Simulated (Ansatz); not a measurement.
We consider hcp Sc, described by Hartree–Fock (Ansatz, a program for electronic structure, plane waves, PAW).

From the output:

```
Relaxation: its limit of steps is 80 (relax.max_steps)
Crystal: 2 atoms, lattice volume = 56.860 Å³
Basis set: ecut = 460 eV, 1255 PW (Γ), exchange–correlation on 50×50×80 points (8 copies of the dense FFT grid, shifted against one another)
Bands: 15, of which v1, the nominal top of the filled ones, is band 11 counted from 1 (10 counted from 0)
Symmetry: 24 space group operations
Space group: P63/mmc (ITA 194), of the structure as read, at distance tolerance 3.8e-5 Å
k-points: 48 of 486
Functional: x = pbe(κ = 0.804, μ = 0.2195149727645171), c = none, warm-up for x = 0 pbe(κ = 0.804, μ = 0.2195149727645171) + 1 exact, c = none
SCF iter   1: F=—  HF=-4223.480390 eV  |F-HF|=—  |Δ(HF+E_count)|=         —  Δρ=4.77e-3  dr2=7.38e-3
SCF iter   2: F=—  HF=-4223.479237 eV  |F-HF|=—  |Δ(HF+E_count)|=   1.15e-3  Δρ=2.04e-3  dr2=1.26e-3
  ...
SCF 1 converged in 9 iterations: F = -4223.479955 eV  dr2 = 9.79e-12
Crystal: 2 atoms, lattice volume = 56.860 Å³
Initial density: handed on by an earlier stage of this run
Functional: x = 0 pbe(κ = 0.804, μ = 0.2195149727645171) + 1 exact, c = none
  ...
SCF 8 converged in 7 iterations: F = -4227.999557 eV  dr2 = 3.39e-12
Crystal: 2 atoms, lattice volume = 56.860 Å³
SCF 9 converged in 7 iterations: F = -4228.028239 eV  dr2 = 7.65e-13
Crystal: 2 atoms, lattice volume = 56.860 Å³
SCF 10 converged in 6 iterations: F = -4228.092744 eV  dr2 = 9.41e-12
Crystal: 2 atoms, lattice volume = 56.860 Å³
Crystal: 2 atoms, lattice volume = 56.860 Å³
Crystal: 2 atoms, lattice volume = 56.860 Å³
Crystal: 2 atoms, lattice volume = 56.860 Å³
SCF 14 converged in 5 iterations: F = -4228.095020 eV  dr2 = 2.89e-12
Crystal: 2 atoms, lattice volume = 56.860 Å³
SCF 15 converged in 2 iterations: F = -4228.095020 eV  dr2 = 5.16e-13
Crystal: 2 atoms, lattice volume = 56.860 Å³
SCF iter   1: F=—  HF=-4228.095020 eV  |F-HF|=—  |Δ(HF+E_count)|=         —  Δρ=2.81e-8  dr2=4.81e-13
SCF iter   2: F=-4228.095020 eV  HF=-4228.095020 eV  |F-HF|=0.00e0  |Δ(HF+E_count)|=    0.00e0  Δρ=9.79e-9  dr2=1.20e-13
SCF 16 converged in 2 iterations: F = -4228.095020 eV  dr2 = 1.20e-13
Free energy (F): -4228.095020 eV
Internal energy: -4228.094303 eV  (E = F + TS)
E sigma→0 (E₀):  -4228.094661 eV
Fermi energy:    9.234425 eV
--- Forces (eV/Å), atoms counted from 1 ---
  atom   1  Sc     0.00000000    -0.00000000     0.00000000
  atom   2  Sc    -0.00000000     0.00000000     0.00000000
--- Stress (GPa, compression-positive) ---
        1.554833      -0.000000       0.000000
       -0.000000       1.554833       0.000000
        0.000000       0.000000       1.489880
  P = ⅓ Tr σ = 1.5332 GPa (15.332 kbar)
```

Q: Write an input file that could have produced this run (the log leaves some choices open).

A: This is not unique; one that fits is 
Ansatz 0.2 input:
```yaml
crystal:
  lattice:
    - [1.7295362908, -2.9956447292, 0.0]
    - [1.7295362908, 2.9956447292, 0.0]
    - [0.0, 0.0, 5.4872386899]
  atoms:
    - { symbol: Sc, position: [0.3333333333, 0.6666666667, 0.25] }
    - { symbol: Sc, position: [0.6666666667, 0.3333333333, 0.75] }
basis:
  ecutwfc: 460
  ecutrho_ratio: 4
  xc_grid: 2
kpoints:
  mp_grid: { grid: [9, 9, 6] }
hamiltonian:
  xc: hf
  dispersion: none
  pseudopotentials: { kind: paw }
scf:
  occupations: { method: fermi_dirac, width: 0.05 }
output:
  forces: true
  stress: true
  eigenvalues: true
relax:
  f_tol: 0.01
  escape_saddle: false
  max_steps: 80
  cell: { stress_tol: 0.05, fix: [volume] }
```

The cell is one volume of an energy–volume scan, off the minimum.

The PAW data were made under PBE.

Note: the cell is over a tenth larger than the published one: the level's own overestimate first of all, though another phase or state, or a fault of the published cell, is possible. Note: the run warned that the count of filled bands differs between k points.

Computing time: very roughly 50 core-minutes.
